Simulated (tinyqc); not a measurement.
Worked calculation (part 2 of 2): RHF in the sto-6g basis, for H2O, spin multiplicity 1. Computed by tinyqc, a small Python program that keeps every step (integrals from PySCF). Command: `OMP_NUM_THREADS=1 python tinyqc.py 24358 24359 out.jsonl` (the two numbers bound the seeds that draw the settings). One thread of a shared host (Intel(R) Xeon(R) Processor @ 2.60GHz), about 0.1 s of CPU time with the checks.

Geometry (angstrom):

| atom | x | y | z |
|---|---|---|---|
| O | 0.000000 | 0.000000 | 0.000000 |
| H | 0.000000 | 0.862000 | 0.607000 |
| H | 0.000000 | -0.842000 | 0.593000 |

## Iteration 8 (converged): orbitals

converged F (hartree):
```
             1O 1s      1O 2s     1O 2px     1O 2py     1O 2pz      2H 1s      3H 1s
1O 1s   -20.504326  -4.962517   0.000000   0.000523  -0.026387  -0.959700  -1.014901
1O 2s    -4.962517  -2.314530   0.000000   0.005710  -0.088874  -0.858301  -0.893343
1O 2px    0.000000   0.000000  -0.389199   0.000000   0.000000   0.000000   0.000000
1O 2py    0.000523   0.005710   0.000000  -0.273286   0.005759  -0.379241   0.387722
1O 2pz   -0.026387  -0.088874   0.000000   0.005759  -0.306517  -0.320205  -0.326351
2H 1s    -0.959700  -0.858301   0.000000  -0.379241  -0.320205  -0.460541  -0.282997
3H 1s    -1.014901  -0.893343   0.000000   0.387722  -0.326351  -0.282997  -0.486953
```

X:
```
                1          2          3         4          5          6          7
1O 1s   -0.314727  -0.037980   0.748527  0.000000  -0.612608   0.003652   0.169011
1O 2s    1.095413   0.104038  -0.282801  0.000000  -0.287644   0.006265   0.443767
1O 2px   0.000000   0.000000   0.000000  1.000000   0.000000   0.000000   0.000000
1O 2py  -0.101698   0.898935   0.001241  0.000000  -0.002915   0.676553  -0.008187
1O 2pz   0.479924   0.046189   0.651030  0.000000   0.650567   0.004244   0.194924
2H 1s   -0.598007  -0.863784  -0.170840  0.000000   0.138751   0.390122   0.373172
3H 1s   -0.787737   0.727673  -0.166151  0.000000   0.136163  -0.373664   0.386090
```

Diagonalise F' = X^T F X, C = X C', fill 5 alpha and 5 beta electrons from the bottom; D = 2 C_occ C_occ^T. Each column has its largest component positive (the first on a tie).

F' = X^T F X (hartree):
```
           1          2          3          4          5          6          7
1  -0.032485  -0.097288   1.954967   0.000000  -1.452951  -0.004028   0.320503
2  -0.097288   0.630072   0.275900   0.000000  -0.221113   0.100756   0.063025
3   1.954967   0.275900  -9.265584   0.000000   8.948037  -0.063737  -4.009051
4   0.000000   0.000000   0.000000  -0.389199   0.000000   0.000000   0.000000
5  -1.452951  -0.221113   8.948037   0.000000  -9.384161   0.067933   4.191464
6  -0.004028   0.100756  -0.063737   0.000000   0.067933  -0.577413  -0.029107
7   0.320503   0.063025  -4.009051   0.000000   4.191464  -0.029107  -2.972732
```

orbital energies (hartree): MO1 -20.507395, MO2 -1.232275, MO3 -0.585205, MO4 -0.435986, MO5 -0.389199, MO6 0.505826, MO7 0.652732

coefficients C:
```
              MO1        MO2        MO3        MO4       MO5        MO6        MO7
1O 1s    0.996762  -0.225285  -0.003865   0.087976  0.000000   0.111830   0.010288
1O 2s    0.014927   0.868765   0.021988  -0.488517  0.000000  -0.755256  -0.076926
1O 2px   0.000000   0.000000   0.000000   0.000000  1.000000   0.000000   0.000000
1O 2py  -0.000105  -0.005698   0.600787   0.009821  0.000000  -0.070367   0.954045
1O 2pz   0.002614   0.098222  -0.014082   0.775873  0.000000  -0.708751  -0.058249
2H 1s   -0.003095   0.143521   0.443283   0.314383  0.000000   0.798580  -0.699965
3H 1s   -0.003277   0.151927  -0.448013   0.295054  0.000000   0.694248   0.831883
```

D after iteration 8:
```
            1O 1s      1O 2s    1O 2px     1O 2py     1O 2pz      2H 1s      3H 1s
1O 1s    2.104087  -0.447807  0.000000  -0.000557   0.097580  -0.018945  -0.019610
1O 2s   -0.447807   1.988217  0.000000   0.006922  -0.587931  -0.038391  -0.044099
1O 2px   0.000000   0.000000  2.000000   0.000000   0.000000   0.000000   0.000000
1O 2py  -0.000557   0.006922  0.000000   0.722149  -0.002802   0.537177  -0.534256
1O 2pz   0.097580  -0.587931  0.000000  -0.002802   1.223662   0.503536   0.500294
2H 1s   -0.018945  -0.038391  0.000000   0.537177   0.503536   0.631888  -0.168043
3H 1s   -0.019610  -0.044099  0.000000  -0.534256   0.500294  -0.168043   0.621729
```

## Convergence

Stop when the energy changes by less than 1e-08 hartree and every element of the error matrix X^T (F D S - S D F) X is below 3e-05.

Course of the cycle:

| iteration | E (hartree) | change | largest element of the error matrix |
|---|---|---|---|
| 1 | -76.01320798 | - | 1.18e+00 |
| 2 | -75.62867741 | 3.85e-01 | 2.70e-01 |
| 3 | -75.66903101 | -4.04e-02 | 3.87e-02 |
| 4 | -75.66978617 | -7.55e-04 | 6.05e-03 |
| 5 | -75.66981998 | -3.38e-05 | 2.34e-04 |
| 6 | -75.66982006 | -7.31e-08 | 6.40e-05 |
| 7 | -75.66982007 | -1.00e-08 | 3.34e-07 |
| 8 | -75.66982007 | -1.99e-13 | 1.36e-07 |

PySCF RHF in the same basis = -75.66982007 hartree

Converged in 8 iterations.

## Populations, bond orders and dipole

overlap S:
```
           1O 1s     1O 2s    1O 2px     1O 2py    1O 2pz     2H 1s      3H 1s
1O 1s   1.000000  0.231145  0.000000   0.000000  0.000000  0.044346   0.046911
1O 2s   0.231145  1.000000  0.000000   0.000000  0.000000  0.415526   0.430485
1O 2px  0.000000  0.000000  1.000000   0.000000  0.000000  0.000000   0.000000
1O 2py  0.000000  0.000000  0.000000   1.000000  0.000000  0.292230  -0.299671
1O 2pz  0.000000  0.000000  0.000000   0.000000  1.000000  0.205781   0.211051
2H 1s   0.044346  0.415526  0.000000   0.292230  0.205781  1.000000   0.190116
3H 1s   0.046911  0.430485  0.000000  -0.299671  0.211051  0.190116   1.000000
```

Mulliken: Z minus the diagonal of D S on the atom; Loewdin: the same with S^(1/2) D S^(1/2); Mayer order: 2 sum_s sum (D(s) S)_ij (D(s) S)_ji over the two atoms.

Charges (e):

| atom | Mulliken | Loewdin |
|---|---|---|
| 1O | -0.320688 | -0.231833 |
| 2H | 0.156254 | 0.113787 |
| 3H | 0.164433 | 0.118046 |

Mayer bond orders:

| pair | order |
|---|---|
| 2-1 | 0.960916 |
| 3-1 | 0.958293 |
| 3-2 | 0.014669 |

dipole moment about the origin, x y z (debye): 0.000000  -0.012759  1.621623
